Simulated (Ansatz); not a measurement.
C2H2F2O (`FC1(F)CO1`). Charge 0, multiplicity 1. The geometry is a stationary point of PBE0-D4/def2-TZVP.

```xyz
7

F    -1.251    0.318    1.219
C    -0.091    0.315    0.566
F     0.585    1.410    0.906
C     0.072   -0.326   -0.715
O     0.597   -0.844    0.553
H     0.833    0.033   -1.400
H    -0.745   -0.906   -1.130
```

(1) What is the dipole moment at PBE/def2-TZVPP? (Best estimate.)

(2) And with r2SCAN, B3LYP, ωB97M-V? (Best estimate.)

(3) Give the Mulliken charges with PBE, ωB97M-V, r2SCAN in def2-TZVPP. (Estimate.)

Answers

(1) Ansatz gave: 2.20 D, with components (-0.27, -0.18, -2.18) D in this frame, pointing from negative to positive charge.

(2) The calculation gave: r2SCAN 2.29 D, B3LYP 2.41 D, ωB97M-V 2.40 D.

(3) Ansatz gave: 
```
atom    PBE  ωB97M-V  r2SCAN
  F1  -0.14    -0.17   -0.18
  C2   0.38     0.46    0.49
  F3  -0.14    -0.17   -0.18
  C4  -0.07    -0.07    0.01
  O5  -0.23    -0.28   -0.29
  H6   0.10     0.12    0.08
  H7   0.10     0.12    0.08
```

B3LYP here is the variant with VWN-RPA as its local correlation; programs differ in this.
